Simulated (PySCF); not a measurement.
```xyz
3

C     -0.0248     0.0002     0.0000
N      1.1290    -0.0071     0.0000
H     -1.1043     0.0069     0.0000
```

Charge 0, multiplicity 1.

### Question
Give the Mulliken and meta-Löwdin atomic charges from ωB97X-D3(BJ)/def2-TZVP // PBE0-D3(BJ)/def2-SVP in PySCF.

### Answer

```
atom  Mulliken (e)  meta-Löwdin (e)
----  ------------  ---------------
C1           -0.18            -0.02
N2           -0.03            -0.17
H3            0.21             0.19
```
